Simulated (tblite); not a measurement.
C₄H₉OS (charge -1).
Cartesian coordinates in Å at the GFN2-xTB level; atoms count from 1:
```
atom  x, y, z in Å
C1    -2.0671   -0.3443    1.0427
C2    -1.0190    0.0965    0.0334
O3     0.0295    0.7624    0.7184
C4     1.1972    0.8903   -0.0692
C5     1.9345   -0.4237   -0.3396
S6     1.3073   -1.3402   -1.7690
H7    -2.9154   -0.7871    0.5253
H8    -1.6418   -1.0796    1.7214
H9    -2.4082    0.5089    1.6279
H10   -0.6158   -0.7629   -0.5217
H11   -1.4660    0.7902   -0.7008
H12    0.9507    1.3710   -1.0295
H13    1.8405    1.5703    0.5081
H14    2.9935   -0.1889   -0.5204
H15    1.8758   -1.0548    0.5570
```

Level: GFN2-xTB in tblite, geometry and Hessian alike; calculated harmonic values, unscaled, isolated species. Against measured fundamentals such values can be off by several per cent, at times by over 20. One conformer, not necessarily the lowest.

Harmonic wavenumbers (cm⁻¹): 56.0, 91.7, 147.0, 208.4, 254.5, 288.0, 374.2, 493.4, 678.5, 825.8, 835.7, 886.7, 974.8, 1002.6, 1067.2, 1104.4, 1118.7, 1151.7, 1168.0, 1241.4, 1256.9, 1273.0, 1344.7, 1350.9, 1391.7, 1457.9, 1467.2, 1485.1, 1487.3, 1505.6, 2807.7, 2828.9, 2837.3, 2848.6, 2873.0, 2875.8, 3005.0, 3024.5, 3036.0.

A = 4548, B = 1642, C = 1312 MHz; mass 105.037 u (most abundant isotopes); point group C1, symmetry number 1.

Question: Zero-point energy?

Answer: Half the sum of the wavenumbers: 27063 cm⁻¹ = 77.38 kcal/mol.

Question: Entropy at 400 K, 1 bar (ideal gas, RRHO, classical rotation)?

Answer: Translation 41.35, rotation 28.76, vibration 26.33: S = 96.4 cal/(mol K).

Question: And Cp and H(400 K) − H(0)?

Answer: Cp = 35.16 cal/(mol K), of which vibrations give 27.21 (their classical limit is 39 R = 77.5); H(400 K) − H(0) = 8.62 kcal/mol without the zero-point energy, 5.44 from vibrations.

Question: Blend soft modes into free rotors: weight 1/[1 + (100 cm⁻¹/ν̃)⁴] for the oscillator and the rest for a rotor with moment μB/(μ + B), μ = h/(8π²ν), B = 10⁻⁴⁴ kg m². What vibrational entropy results?

Answer: 24.35 cal/(mol K) in place of 26.33, which changes −T·S at 400 K by +0.79 kcal/mol.

Question: What must be added to the electronic energy to get the Gibbs energy at 400 K and 1 bar?

Answer: ZPE + [H(400 K) − H(0)] − T·S = 77.38 + 8.62 − 38.58 = 47.42 kcal/mol.

Question: How do the functions run with temperature in this model?

Answer: 
```
 T (K)  S (cal/(mol K))  Cp (cal/(mol K))  H − H(0) (kcal/mol)  G − H(0) (kcal/mol)  ln q(vib)
    50             55.6              11.5                 0.47                -2.31       0.31
   100             64.9              15.6                 1.15                -5.34       1.13
298.15             87.2              27.8                 5.42               -20.60       4.66
373.15             94.1              33.2                 7.70               -27.40       5.94
   500            105.0              41.8                12.48               -40.03       8.11
   750            124.5              54.5                24.62               -68.78      12.35
  1000            141.5              62.9                39.37              -102.08      16.42
```

q(vib) and H(0) count from the zero-point level.

Question: Which modes carry the vibrational entropy at 400 K?

Answer: 56.0 cm⁻¹: 5.17; 91.7 cm⁻¹: 4.20; 147.0 cm⁻¹: 3.28; 208.4 cm⁻¹: 2.61; 254.5 cm⁻¹: 2.23; 288.0 cm⁻¹: 2.00 cal/(mol K); the other 33 give 6.84 together.

Hindered rotation and anharmonicity are outside this model. Other conformers, if any are populated, would add a mixing term that is left out. The structure is chiral; the term R ln 2 for an equal mix with its mirror image is left out.

Hardware: an Arm Neoverse V1 with one thread, shared host with 32 logical CPUs at a one-minute load of 20. Cost: 0.39 s wall. The figure is for the frequency step alone.
